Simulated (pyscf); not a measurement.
**Four-centre exchange: `[GeH3]` [doublet] + `[OH2]` → `[OH][GeH2]` [doublet] + `[H][H]`**

Gas phase, doublet surface, charge 0. Bonds broken: Ge1–H2, O5–H6. Bonds formed: Ge1–O5, H2–H6. Single points on ωB97X-D3(BJ)/def2-SVP structures (PySCF, gas phase).

Transition state (Å):

```xyz
7

Ge    -1.4539    -0.4688     0.1620
H     -0.3110     0.5881     1.3978
H     -0.6211    -1.7787     0.0986
H     -2.4954    -0.5058    -1.0095
O     -0.2092     0.7862    -0.7317
H      0.0602     0.8757     0.4543
H      0.4661     0.3913    -1.3029
```

One imaginary mode, 1443i cm⁻¹; descent along it reached the two sides named.

| bond | change | reactant side (Å) | saddle | product side |
|---|---|---|---|---|
| Ge1–H2 | breaks | 1.541 | 1.988 | 4.3 |
| O5–H6 | breaks | 0.965 | 1.219 | 2.442 |
| Ge1–O5 | forms | 3.1 | 1.981 | 1.791 |
| H2–H6 | forms | 2.7 | 1.054 | 0.762 |

Electronic energies relative to the separated reactants (kcal/mol):

```json
[
 {"level": "ωB97X-D3(BJ)/def2-TZVP", "barrier": "35.0", "reaction energy": "-2.8", "reverse barrier": "37.8"},
 {"level": "PBE/def2-TZVP", "barrier": "28.1", "reaction energy": "-2.9", "reverse barrier": "31.0"},
 {"level": "r²SCAN/def2-TZVP", "barrier": "31.3", "reaction energy": "-3.3", "reverse barrier": "34.6"},
 {"level": "B3LYP-D3(BJ)/def2-TZVP", "barrier": "33.0", "reaction energy": "-3.1", "reverse barrier": "36.1"},
 {"level": "PBE0-D3(BJ)/def2-TZVP", "barrier": "32.9", "reaction energy": "-0.9", "reverse barrier": "33.8"},
 {"level": "M06-2X/def2-TZVP", "barrier": "34.4", "reaction energy": "-5.5", "reverse barrier": "39.8"},
 {"level": "ωB97M-D3(BJ)/def2-TZVP", "barrier": "35.8", "reaction energy": "-1.3", "reverse barrier": "37.2"},
 {"level": "HF/def2-TZVP", "barrier": "55.4", "reaction energy": "+1.3", "reverse barrier": "54.1"}
]
```

With ωB97M-D3(BJ)/def2-TZVP energies and thermal terms (ideal gas, 1 atm, RRHO with modes under 100 cm⁻¹ raised to 100, one conformer, R ln 2 for chiral ones without a mode under 150 cm⁻¹), in kcal/mol:

| T (K) | ΔH‡ | ΔG‡ | ΔH | ΔG |
|---|---|---|---|---|
| 298 | 33.4 | 42.8 | -3.8 | -3.0 |
| 600 | 33.5 | 52.4 | -2.9 | -2.5 |
| 900 | 34.2 | 61.7 | -2.0 | -2.5 |
| 1200 | 35.2 | 70.7 | -1.3 | -2.7 |

At the saddle there is also a short Ge–H contact that neither side keeps. This is the saddle that the search found; another between the same sides may lie lower. Elements up to Kr have no core potential and no relativistic terms here.
